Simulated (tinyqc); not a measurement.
UKS/PBE0 in the sto-3g basis, for H2O+, spin multiplicity 2, step by step (part 1 of 2). Computed by tinyqc, a small Python program that keeps every step (integrals from PySCF). Settings: charge = 1, multiplicity = 2, basis = sto-3g, energy threshold = 1e-09, iteration cap = 76, orthogonalisation = canonical, start = random, DIIS depth = 3, DIIS from iteration = 3, method = UKS, functional = pbe0, grid = [10, 26]. Command: `OMP_NUM_THREADS=1 python tinyqc.py 25353 25354 out.jsonl` (the two numbers bound the seeds that draw the settings). One thread of a shared host (Intel(R) Xeon(R) Processor @ 2.60GHz), about 3 s of CPU time with the checks. Later iterations appear only in the table of the cycle.

## One-electron integrals

Geometry (angstrom):
```
atom         x          y         z
O     0.000000   0.000000  0.000000
H     0.000000   1.034000  0.860000
H     0.000000  -1.034000  0.860000
```

Basis sto-3g: exponents (1/bohr^2) and contraction coefficients of normalised primitives:
```
element  l (shell)    exponent  coefficient
O            s (1)  130.709320     0.154329
O            s (1)   23.808861     0.535328
O            s (1)    6.443608     0.444635
O            s (2)    5.033151    -0.099967
O            s (2)    1.169596     0.399513
O            s (2)    0.380389     0.700115
O            p (3)    5.033151     0.155916
O            p (3)    1.169596     0.607684
O            p (3)    0.380389     0.391957
H            s (1)    3.425251     0.154329
H            s (1)    0.623914     0.535328
H            s (1)    0.168855     0.444635
```

Overlap, kinetic and nuclear-attraction integrals over the contracted functions; the nuclear repulsion is the sum of Za Zb / Rab.

nuclear repulsion = 6.55140137 hartree

overlap S, lower triangle:
```
           1O 1s     1O 2s    1O 2px     1O 2py    1O 2pz     2H 1s     3H 1s
1O 1s   1.000000
1O 2s   0.236704  1.000000
1O 2px  0.000000  0.000000  1.000000
1O 2py  0.000000  0.000000  0.000000   1.000000
1O 2pz  0.000000  0.000000  0.000000   0.000000  1.000000
2H 1s   0.021717  0.260597  0.000000   0.191305  0.159113  1.000000
3H 1s   0.021717  0.260597  0.000000  -0.191305  0.159113  0.106517  1.000000
```

kinetic energy T (hartree), lower triangle:
```
            1O 1s     1O 2s    1O 2px     1O 2py    1O 2pz      2H 1s     3H 1s
1O 1s   29.003200
1O 2s   -0.168011  0.808128
1O 2px   0.000000  0.000000  2.528731
1O 2py   0.000000  0.000000  0.000000   2.528731
1O 2pz   0.000000  0.000000  0.000000   0.000000  2.528731
2H 1s   -0.007003  0.011669  0.000000   0.058306  0.048494   0.760032
3H 1s   -0.007003  0.011669  0.000000  -0.058306  0.048494  -0.010784  0.760032
```

nuclear attraction V (hartree), lower triangle:
```
             1O 1s      1O 2s     1O 2px     1O 2py     1O 2pz      2H 1s      3H 1s
1O 1s   -61.405394
1O 2s    -7.369351  -9.838192
1O 2px    0.000000   0.000000  -9.730238
1O 2py    0.000000   0.000000   0.000000  -9.792644
1O 2pz   -0.010057  -0.126057   0.000000   0.000000  -9.773408
2H 1s    -0.690848  -1.851987   0.000000  -1.173611  -1.001105  -4.605753
3H 1s    -0.690848  -1.851987   0.000000   1.173611  -1.001105  -0.541644  -4.605753
```

core Hamiltonian H = T + V (hartree), lower triangle:
```
             1O 1s      1O 2s     1O 2px     1O 2py     1O 2pz      2H 1s      3H 1s
1O 1s   -32.402194
1O 2s    -7.537362  -9.030064
1O 2px    0.000000   0.000000  -7.201507
1O 2py    0.000000   0.000000   0.000000  -7.263913
1O 2pz   -0.010057  -0.126057   0.000000   0.000000  -7.244677
2H 1s    -0.697851  -1.840317   0.000000  -1.115305  -0.952611  -3.845721
3H 1s    -0.697851  -1.840317   0.000000   1.115305  -0.952611  -0.552428  -3.845721
```

## Two-electron integrals

Functions are numbered as in S; the eight-fold symmetry (ij|kl) = (ji|kl) = (kl|ij) leaves the list below.

Two-electron integrals (ij|kl) in chemists' order, unique and non-zero (hartree):
```
(11|11) 4.785065    (21|11) 0.741380    (21|21) 0.136873    (22|11) 1.118947
(22|21) 0.256633    (22|22) 0.817206    (31|31) 0.024477    (32|31) 0.037809
(32|32) 0.180518    (33|11) 1.115814    (33|21) 0.256684    (33|22) 0.817023
(33|33) 0.880159    (41|41) 0.024477    (42|41) 0.037809    (42|42) 0.180518
(43|43) 0.047444    (44|11) 1.115814    (44|21) 0.256684    (44|22) 0.817023
(44|33) 0.785270    (44|44) 0.880159    (51|51) 0.024477    (52|51) 0.037809
(52|52) 0.180518    (53|53) 0.047444    (54|54) 0.047444    (55|11) 1.115814
(55|21) 0.256684    (55|22) 0.817023    (55|33) 0.785270    (55|44) 0.785270
(55|55) 0.880159    (61|11) 0.068724    (61|21) 0.012596    (61|22) 0.023523
(61|33) 0.023481    (61|41) 0.000419    (61|42) 0.000797    (61|44) 0.023558
(61|51) 0.000349    (61|52) 0.000663    (61|54) 0.000064    (61|55) 0.023534
(61|61) 0.001173    (62|11) 0.197731    (62|21) 0.046054    (62|22) 0.166401
(62|33) 0.163419    (62|41) 0.002620    (62|42) 0.021639    (62|44) 0.168607
(62|51) 0.002179    (62|52) 0.017998    (62|54) 0.004315    (62|55) 0.167008
(62|61) 0.004327    (62|62) 0.045159    (63|31) 0.004427    (63|32) 0.027170
(63|43) 0.004279    (63|53) 0.003559    (63|63) 0.005882    (64|11) 0.119936
(64|21) 0.028261    (64|22) 0.109132    (64|33) 0.104445    (64|41) 0.005801
(64|42) 0.040234    (64|44) 0.116182    (64|51) 0.001143    (64|52) 0.010865
(64|54) 0.006202    (64|55) 0.106643    (64|61) 0.002748    (64|62) 0.036094
(64|64) 0.034440    (65|11) 0.099754    (65|21) 0.023506    (65|22) 0.090768
(65|33) 0.086869    (65|41) 0.001143    (65|42) 0.010865    (65|44) 0.089512
(65|51) 0.005378    (65|52) 0.036207    (65|54) 0.006478    (65|55) 0.095816
(65|61) 0.002285    (65|62) 0.030020    (65|64) 0.023752    (65|65) 0.025637
(66|11) 0.390296    (66|21) 0.092312    (66|22) 0.384591    (66|33) 0.371349
(66|41) 0.005704    (66|42) 0.067150    (66|44) 0.394606    (66|51) 0.004744
(66|52) 0.055850    (66|54) 0.019344    (66|55) 0.387437    (66|61) 0.008703
(66|62) 0.142825    (66|64) 0.130796    (66|65) 0.108786    (66|66) 0.774606
(71|11) 0.068724    (71|21) 0.012596    (71|22) 0.023523    (71|33) 0.023481
(71|41) -0.000419   (71|42) -0.000797   (71|44) 0.023558    (71|51) 0.000349
(71|52) 0.000663    (71|54) -0.000064   (71|55) 0.023534    (71|61) 0.001157
(71|62) 0.004204    (71|64) 0.002485    (71|65) 0.002224    (71|66) 0.008424
(71|71) 0.001173    (72|11) 0.197731    (72|21) 0.046054    (72|22) 0.166401
(72|33) 0.163419    (72|41) -0.002620   (72|42) -0.021639   (72|44) 0.168607
(72|51) 0.002179    (72|52) 0.017998    (72|54) -0.004315   (72|55) 0.167008
(72|61) 0.004204    (72|62) 0.035142    (72|64) 0.019773    (72|65) 0.022679
(72|66) 0.088090    (72|71) 0.004327    (72|72) 0.045159    (73|31) 0.004427
(73|32) 0.027170    (73|43) -0.004279   (73|53) 0.003559    (73|63) 0.004391
(73|73) 0.005882    (74|11) -0.119936   (74|21) -0.028261   (74|22) -0.109132
(74|33) -0.104445   (74|41) 0.005801    (74|42) 0.040234    (74|44) -0.116182
(74|51) -0.001143   (74|52) -0.010865   (74|54) 0.006202    (74|55) -0.106643
(74|61) -0.002485   (74|62) -0.019773   (74|64) -0.007116   (74|65) -0.012567
(74|66) -0.047226   (74|71) -0.002748   (74|72) -0.036094   (74|74) 0.034440
(75|11) 0.099754    (75|21) 0.023506    (75|22) 0.090768    (75|33) 0.086869
(75|41) -0.001143   (75|42) -0.010865   (75|44) 0.089512    (75|51) 0.005378
(75|52) 0.036207    (75|54) -0.006478   (75|55) 0.095816    (75|61) 0.002224
(75|62) 0.022679    (75|64) 0.012567    (75|65) 0.018811    (75|66) 0.061598
(75|71) 0.002285    (75|72) 0.030020    (75|74) -0.023752   (75|75) 0.025637
(76|11) 0.053324    (76|21) 0.012554    (76|22) 0.049982    (76|33) 0.048761
(76|44) 0.049620    (76|51) 0.000880    (76|52) 0.009016    (76|55) 0.051511
(76|61) 0.001169    (76|62) 0.013903    (76|64) 0.009785    (76|65) 0.010446
(76|66) 0.049024    (76|71) 0.001169    (76|72) 0.013903    (76|74) -0.009785
(76|75) 0.010446    (76|76) 0.005788    (77|11) 0.390296    (77|21) 0.092312
(77|22) 0.384591    (77|33) 0.371349    (77|41) -0.005704   (77|42) -0.067150
(77|44) 0.394606    (77|51) 0.004744    (77|52) 0.055850    (77|54) -0.019344
(77|55) 0.387437    (77|61) 0.008424    (77|62) 0.088090    (77|64) 0.047226
(77|65) 0.061598    (77|66) 0.255219    (77|71) 0.008703    (77|72) 0.142825
(77|74) -0.130796   (77|75) 0.108786    (77|76) 0.049024    (77|77) 0.774606
```

## Orthogonalisation

S = U s U^T; canonical form X = U s^(-1/2), so that X^T S X = 1. Each column of U has its largest component positive (the first on a tie).

eigenvalues of S: 0.571339  0.671003  0.887514  1.000000  1.109282  1.222480  1.538381

X:
```
                1          2          3         4          5          6         7
1O 1s   -0.442650   0.000000   0.670375  0.000000  -0.598539   0.000000  0.244283
1O 2s    0.900661   0.000000  -0.273539  0.000000  -0.314130   0.000000  0.484197
1O 2px   0.000000   0.000000   0.000000  1.000000   0.000000   0.000000  0.000000
1O 2py   0.000000   0.775389   0.000000  0.000000   0.000000   0.698572  0.000000
1O 2pz   0.400675   0.000000   0.694301  0.000000   0.599762   0.000000  0.230060
2H 1s   -0.539724  -0.666737  -0.245420  0.000000   0.205965   0.406206  0.389221
3H 1s   -0.539724   0.666737  -0.245420  0.000000   0.205965  -0.406206  0.389221
```

## Starting guess

The start is random orthonormal orbitals; D(s) = C_occ C_occ^T for each spin.

D(alpha) at the start, lower triangle:
```
            1O 1s      1O 2s     1O 2px     1O 2py     1O 2pz      2H 1s     3H 1s
1O 1s    1.029648
1O 2s   -0.256184   0.648211
1O 2px  -0.046380   0.311332   0.791523
1O 2py   0.097658  -0.173758   0.194145   0.781104
1O 2pz   0.072079   0.250478   0.014510  -0.208827   0.754624
2H 1s    0.128028  -0.215295   0.048091  -0.444313  -0.432034   0.926669
3H 1s    0.061072   0.138028  -0.204027   0.282313  -0.375515  -0.201073  0.799391
```

D(beta) at the start, lower triangle:
```
            1O 1s      1O 2s     1O 2px     1O 2py     1O 2pz      2H 1s     3H 1s
1O 1s    0.796199
1O 2s    0.035763   0.283108
1O 2px   0.298673  -0.120185   0.281511
1O 2py   0.202974  -0.305464   0.038481   0.733593
1O 2pz   0.104815   0.209540  -0.033875  -0.223595   0.750033
2H 1s   -0.009299  -0.043556   0.251070  -0.382360  -0.412777   0.845885
3H 1s    0.083535   0.109936  -0.237228   0.272179  -0.378665  -0.187859  0.797229
```

## Iteration 1: exchange-correlation on the grid

Becke grid with 10 radial and 26 angular points per atom, points of zero weight dropped. rho = sum D_ij phi_i phi_j; V_xc,ij = sum w v_xc phi_i phi_j plus the gradient terms; v_xc is d(rho eps)/d rho(s) for spin s at fixed gradient. Exact exchange is left to K.

The 12 grid points with the largest w rho, of 774 (bohr, atomic units):
```
x                  y          z         w  rho(alpha)  rho(beta)     eps_xc  v_xc(alpha)
0.000000   -1.190694   0.000000  0.514063    0.146087   0.144046  -0.432832    -0.534185
0.000000    0.000000   1.190694  0.529149    0.124675   0.107600  -0.411256    -0.493284
0.000000   -0.841948   0.841948  0.353217    0.167788   0.160621  -0.449809    -0.556835
-0.841948  -0.841948   0.000000  0.429137    0.141459   0.128403  -0.423342    -0.528493
1.190694    0.000000   0.000000  0.543122    0.169045   0.031648  -0.415607    -0.533132
-0.687448  -0.687448   0.687448  0.343076    0.159326   0.155968  -0.443264    -0.550548
0.000000   -0.663242   0.000000  0.111565    0.460534   0.458345  -0.607729    -0.796049
0.000000   -0.468983   0.468983  0.089079    0.574784   0.561472  -0.649060    -0.853144
0.841948    0.000000   0.841948  0.431292    0.162640   0.067777  -0.417769    -0.533889
0.841948   -0.841948   0.000000  0.429137    0.145007   0.084627  -0.410132    -0.521077
0.000000    0.000000   0.663242  0.111610    0.455952   0.408589  -0.597877    -0.788125
0.000000    0.000000  -1.190694  0.543240    0.092740   0.083731  -0.374144    -0.457988
```

electrons on the grid, sum of w rho = 8.973984

E_xc = sum of w rho eps_xc = -5.89231872 hartree

V_xc(alpha) (hartree), lower triangle:
```
            1O 1s      1O 2s     1O 2px     1O 2py     1O 2pz      2H 1s      3H 1s
1O 1s   -2.236582
1O 2s   -0.308572  -0.565767
1O 2px  -0.004131  -0.033704  -0.567251
1O 2py   0.000747   0.031800  -0.020131  -0.560426
1O 2pz  -0.006439  -0.016237  -0.000420   0.020210  -0.561434
2H 1s   -0.028942  -0.104105  -0.006700  -0.062865  -0.058250  -0.365840
3H 1s   -0.029094  -0.115608  -0.002637   0.082608  -0.067133  -0.032585  -0.374463
```

V_xc(beta) (hartree), lower triangle:
```
            1O 1s      1O 2s     1O 2px     1O 2py     1O 2pz      2H 1s      3H 1s
1O 1s   -2.114982
1O 2s   -0.293982  -0.520205
1O 2px  -0.008641   0.008235  -0.492839
1O 2py  -0.000651   0.045758  -0.006366  -0.527523
1O 2pz  -0.007177  -0.013859   0.002069   0.023120  -0.534229
2H 1s   -0.027563  -0.096424   0.000486  -0.057913  -0.055686  -0.360116
3H 1s   -0.027726  -0.110082   0.002549   0.082202  -0.065250  -0.031481  -0.372878
```

## Iteration 1: building the Kohn-Sham matrix

J_ij = sum D_kl (ij|kl) with D = D(alpha) + D(beta), K_ij = sum D_kl (ik|jl) for each spin; F = H + J - 0.25 K(s) + V_xc; E = tr D H + tr D J / 2 - 0.125 sum_s tr D(s) K(s) + E_xc + E_nn.

Coulomb J (hartree), lower triangle:
```
            1O 1s      1O 2s     1O 2px     1O 2py    1O 2pz     2H 1s     3H 1s
1O 1s   14.673479
1O 2s    2.736408   6.708452
1O 2px   0.025547   0.080368   6.656207
1O 2py  -0.026559  -0.184316   0.028411   6.734860
1O 2pz   0.038527   0.214769  -0.002849  -0.046557  6.714494
2H 1s    0.252200   1.384916   0.014119   0.894848  0.804205  3.755935
3H 1s    0.253565   1.441454   0.007928  -0.994478  0.841331  0.452517  3.929415
```

exchange K(alpha) (hartree), lower triangle:
```
           1O 1s      1O 2s     1O 2px     1O 2py     1O 2pz     2H 1s     3H 1s
1O 1s   4.717193
1O 2s   0.731379   0.954277
1O 2px  0.034447   0.267189   0.886268
1O 2py  0.053505  -0.218804   0.189079   0.763121
1O 2pz  0.151843   0.135101  -0.002019  -0.200295   0.730605
2H 1s   0.113151   0.154115   0.087759  -0.032557  -0.020713  0.507485
3H 1s   0.108025   0.325958  -0.036163  -0.178637   0.066324  0.040709  0.600242
```

exchange K(beta) (hartree), lower triangle:
```
           1O 1s      1O 2s     1O 2px     1O 2py     1O 2pz     2H 1s     3H 1s
1O 1s   3.957116
1O 2s   0.795867   0.710443
1O 2px  0.305567  -0.029294   0.392508
1O 2py  0.122717  -0.289649   0.085134   0.671475
1O 2pz  0.169510   0.119054  -0.026957  -0.202988   0.662126
2H 1s   0.113575   0.132702   0.068652  -0.040650  -0.024623  0.481336
3H 1s   0.129122   0.279958  -0.097963  -0.184734   0.056468  0.037757  0.585705
```

F(alpha) (hartree), lower triangle:
```
             1O 1s      1O 2s     1O 2px     1O 2py     1O 2pz      2H 1s      3H 1s
1O 1s   -21.144595
1O 2s    -5.292371  -3.125948
1O 2px    0.012804  -0.020133  -1.334118
1O 2py   -0.039188  -0.097815  -0.038990  -1.280259
1O 2pz   -0.015930   0.038701  -0.002764   0.023727  -1.274268
2H 1s    -0.502882  -0.598035  -0.014521  -0.275183  -0.201478  -0.582498
3H 1s    -0.500387  -0.595961   0.014331   0.248094  -0.194994  -0.142673  -0.440829
```

F(beta) (hartree), lower triangle:
```
             1O 1s      1O 2s     1O 2px     1O 2py     1O 2pz      2H 1s      3H 1s
1O 1s   -20.832976
1O 2s    -5.293903  -3.019428
1O 2px   -0.059486   0.095926  -1.136266
1O 2py   -0.057889  -0.066146   0.000762  -1.224444
1O 2pz   -0.021084   0.045090   0.005959   0.027310  -1.229944
2H 1s    -0.501608  -0.585001  -0.002558  -0.268208  -0.197936  -0.570236
3H 1s    -0.504293  -0.578935   0.034968   0.249212  -0.190647  -0.140832  -0.435610
```

total energy of this density = -68.24109180 hartree

## Iteration 1: diagonalisation and new density

Diagonalise F' = X^T F X, C = X C', fill 5 alpha and 4 beta electrons from the bottom; D(s) = C_occ C_occ^T. Each column has its largest component positive (the first on a tie).

F' = X^T F X (alpha) (hartree), lower triangle:
```
           1          2          3          4           5          6          7
1  -2.158182
2  -0.084890  -0.556740
3   3.230326  -0.001138  -8.213070
4  -0.024806  -0.010995   0.012218  -1.334118
5  -3.298201   0.069338   7.675518  -0.003036  -10.086742
6  -0.002876  -0.414694   0.028337  -0.038957    0.031333  -1.043514
7   1.252135  -0.009255  -4.503364  -0.007331    5.333352  -0.066985  -4.217313
```

orbital energies (alpha) (hartree): MO1 -21.149402, MO2 -1.925909, MO3 -1.348699, MO4 -1.281653, MO5 -1.241952, MO6 -0.415182, MO7 -0.246881

coefficients C (alpha):
```
              MO1        MO2        MO3        MO4        MO5        MO6        MO7
1O 1s    0.995959  -0.256211   0.026400  -0.028942   0.013463   0.044961   0.044163
1O 2s    0.016913   1.018836  -0.104369   0.115237  -0.062635  -0.283667  -0.268814
1O 2px  -0.000622   0.049062   0.910147   0.237507  -0.335650   0.000126   0.012429
1O 2py   0.002189   0.147668   0.392594  -0.448433   0.778099  -0.207275   0.252580
1O 2pz   0.001398  -0.069310  -0.026764   0.851297   0.514032  -0.195378  -0.150354
2H 1s   -0.002383  -0.019454   0.009268   0.006638   0.023335   1.068615  -0.109511
3H 1s   -0.001608   0.002940  -0.023918   0.008144  -0.018907   0.050606   1.073043
```

F' = X^T F X (beta) (hartree), lower triangle:
```
           1          2          3          4          5          6          7
1  -2.023668
2  -0.051954  -0.523105
3   3.123859  -0.018705  -8.046865
4   0.097624   0.025611  -0.069934  -1.136266
5  -3.223453   0.073847   7.574563   0.015721  -9.948326
6   0.016716  -0.389081   0.014803  -0.014711   0.034512  -1.010675
7   1.270841   0.000916  -4.467315   0.045901   5.283329  -0.055921  -4.155468
```

orbital energies (beta) (hartree): MO1 -20.840942, MO2 -1.802570, MO3 -1.247717, MO4 -1.201397, MO5 -1.115727, MO6 -0.392836, MO7 -0.243184

coefficients C (beta):
```
              MO1        MO2        MO3        MO4        MO5        MO6        MO7
1O 1s    0.994797  -0.256496  -0.025441   0.001742  -0.048654   0.052899   0.045153
1O 2s    0.021600   1.003417   0.104055  -0.019802   0.174930  -0.310435  -0.271358
1O 2px   0.002900  -0.167198  -0.146006  -0.023819   0.973567  -0.047239   0.009370
1O 2py   0.003287   0.095776  -0.644565   0.736760  -0.075454  -0.221811   0.258599
1O 2pz   0.001875  -0.092658   0.734368   0.656423   0.101721  -0.206636  -0.153015
2H 1s   -0.003450  -0.002464  -0.006888   0.044060   0.052471   1.066462  -0.113529
3H 1s   -0.001955   0.010459   0.025010  -0.023041  -0.002650   0.055353   1.072683
```

D(alpha) after iteration 1, lower triangle:
```
            1O 1s      1O 2s     1O 2px     1O 2py     1O 2pz      2H 1s     3H 1s
1O 1s    1.059294
1O 2s   -0.251126   1.066409
1O 2px  -0.000555   0.003377   0.999845
1O 2py  -0.001835   0.009100  -0.003113   0.982471
1O 2pz   0.000726  -0.001894   0.001894  -0.002521   0.994457
2H 1s    0.002978  -0.021524   0.001226   0.015941   0.018743   0.001059
3H 1s   -0.003477   0.007587  -0.013344  -0.027323  -0.002351  -0.000662  0.001007
```

D(beta) after iteration 1, lower triangle:
```
            1O 1s      1O 2s     1O 2px     1O 2py    1O 2pz      2H 1s     3H 1s
1O 1s    1.056061
1O 2s   -0.238566   1.018531
1O 2px   0.049444  -0.182428   0.049849
1O 2py  -0.003614   0.014514   0.060558   0.967464
1O 2pz   0.008091  -0.029518  -0.107360   0.001411  0.978777
2H 1s   -0.002548  -0.004136   0.000358   0.036654  0.024086   0.002007
3H 1s   -0.005304   0.013511  -0.004857  -0.032100  0.002269  -0.001206  0.001270
```
